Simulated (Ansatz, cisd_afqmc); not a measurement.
System: F, charge 0, doublet.

Total energies in aug-cc-pVDZ, 7 correlated electrons, 1 frozen orbitals. Open shells are spin-unrestricted; no spin-orbit coupling. Cores are frozen in correlated methods. No relativity. AFQMC/CISD: phaseless, guided by CISD from CCSD amplitudes; bars are statistical, one sigma. Outlying blocks are dropped, and bars are widened where a walk drifts. Over all cases where full CI ran beside it in this data, AFQMC minus full CI had a median of +0.1 mEh and passed +0.4 mEh in a tenth of the cases. Full CI freezes restricted core orbitals and the other rows unrestricted ones, which leaves a small offset even where coupled cluster is exact.

| method | program | energy (Eh) | error against FCI (mEh) |
|---|---|---|---|
| HF | Ansatz | -99.38109 | 169.22 |
| MP2 | Ansatz | -99.53570 | 14.62 |
| CCSD | Ansatz | -99.54775 | 2.57 |
| CCSD(T) | Ansatz | -99.55007 | 0.25 |
| CCSDT(Q) | Ansatz | -99.55035 | -0.04 |
| CCSDTQ | Ansatz | -99.55035 | -0.04 |
| AFQMC/CISD | cisd_afqmc | -99.5502 ± 0.0001 | 0.2 ± 0.1 |
| FCI | Ansatz | -99.55032 | 0.00 |

Ansatz is a quantum-chemistry and plane-wave program.
